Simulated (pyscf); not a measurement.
Thermochemistry of product channels of F–Sn:–F [singlet] + methyl (CH₃•) on the doublet surface, in eV, from ωB97M-D3(BJ)/def2-TZVP energies (ideal gas, 1 atm, RRHO with modes under 100 cm⁻¹ raised to 100, one conformer, R ln 2 for chiral ones without a mode under 150 cm⁻¹). PySCF, gas phase, ωB97X-D3(BJ)/def2-SVP geometries.

```tsv
products	ΔE	ΔH(298 K)	ΔG(900 K)	ΔG(1200 K)
hydrogen fluoride (HF) + [H₂C=Sn–F]•	(withheld)	+1.31	+1.25	+1.21
H₃C–Sn•(F)–F	(withheld)	-0.74	+0.47	+0.85
```

Task: What belongs in the gaps?

Result: 
- hydrogen fluoride (HF) + [H₂C=Sn–F]•, ΔE: +1.30
- H₃C–Sn•(F)–F, ΔE: -0.87

The channel to H₃C–Sn•(F)–F turns unfavourable between 298 and 1200 K (ΔG from -0.33 eV to +0.85 eV).

These are energies of the channels, which say nothing of barriers. Elements past Kr carry the def2 core potentials, without spin-orbit coupling.
